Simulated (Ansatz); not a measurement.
The input, for Ansatz 0.2.0:

```yaml
crystal:
  periodic: [false, false, false]
  atoms:
    - {symbol: As, position_ang: [0.000000, 0.000000, 0.000000]}
    - {symbol: H, position_ang: [0.000000, 0.000000, 2.051800]}
basis:
  gaussian: {orbitals: aug-cc-pVDZ}
magnetization: {spin_polarized: false, initial_magnetization: 2}
correlation: {method: ccsdtq, electrons: outside_noble_gas}
```

```sh
$ ansatz run in.yaml --threads 2 --pin off --events-out ev --progress --plain --max-ram 24576MiB --backend cuda --devices 0, --max-vram 18GiB
```

Log:

```
770 factors; integrals over basis functions are off by at most 2.5e-7 eV
mean field evaluation 1: about -60808.4248 eV, gradient 5.1e0 eV
mean field evaluation 2: about -60808.4248 eV, gradient 5.1e0 eV
mean field evaluation 4: about -60808.7687 eV, gradient 6.4e-1 eV
mean field evaluation 8: about -60808.7725 eV, gradient 8.7e-5 eV
mean field evaluation 16: about -60808.7725 eV, gradient 2.8e-6 eV
mean field evaluation 32: about -60805.4223 eV, gradient 3.8e-1 eV
mean field evaluation 64: about -60806.1510 eV, gradient 2.9e-3 eV
mean field -60808.77250458 eV, -2234.6811718770 hartree, gradient 2.8e-6 eV, S^2 2.000000; 2 other end points of the search recorded, 0 dependent functions left out
mean field evaluation 96: about -60806.5051 eV, gradient 1.5e0 eV
determinant -60808.77250458 eV, -2234.6811718770 hartree, with singles and doubles -60811.91668892 eV, -2234.7967185201 hartree
determinant -60806.15107501 eV, -2234.5848361171 hartree, with singles and doubles -60808.78058104 eV, -2234.6814686814 hartree
determinant -60805.42781428 eV, -2234.5582567753 hartree, with singles and doubles -60808.30568494 eV, -2234.6640165715 hartree
14 core orbitals not correlated: weight in the atoms' cores, before any rotation towards them, 1.000 or more for the frozen orbitals, at most 0.000 for the correlated occupied ones
reference -60808.77250458 eV, -2234.6811718770 hartree; 4, 2 occupied and 27, 29 virtual orbitals, 770 factors
second order -2.32807364 eV of doubles, -0.07746912 eV of singles
cycle   1  -2.87908194 eV  change   -4.7e-1 eV  update   7.3e-2
cycle   2  -3.20859969 eV  change   -3.3e-1 eV  update   3.9e-2
cycle   3  -3.23684758 eV  change   -2.8e-2 eV  update   1.6e-2
cycle   4  -3.25196820 eV  change   -1.5e-2 eV  update   9.1e-3
cycle   5  -3.25414294 eV  change   -2.2e-3 eV  update   4.6e-3
cycle   6  -3.25330232 eV  change    8.4e-4 eV  update   2.9e-3
cycle   7  -3.25568235 eV  change   -2.4e-3 eV  update   1.9e-3
cycle   8  -3.25774028 eV  change   -2.1e-3 eV  update   1.1e-3
cycle   9  -3.25742335 eV  change    3.2e-4 eV  update   6.0e-4
cycle  10  -3.25740154 eV  change    2.2e-5 eV  update   2.3e-4
cycle  11  -3.25747452 eV  change   -7.3e-5 eV  update   9.0e-5
cycle  12  -3.25749653 eV  change   -2.2e-5 eV  update   3.2e-5
cycle  13  -3.25749342 eV  change    3.1e-6 eV  update   1.3e-5
cycle  14  -3.25748298 eV  change    1.0e-5 eV  update   5.9e-6
cycle  15  -3.25747966 eV  change    3.3e-6 eV  update   2.1e-6
cycle  16  -3.25747995 eV  change   -2.9e-7 eV  update   1.0e-6
cycle  17  -3.25748038 eV  change   -4.4e-7 eV  update   5.4e-7
Total energy: -60812.02998497 eV, -2234.8008820731 hartree
```

For the same geometry and basis full CI lies 0.1 meV higher.

Ran on 2 threads of AMD EPYC 7R13 with a shared H100 80 GB, shared host: 21 s wall, 0.88 GiB peak host memory.
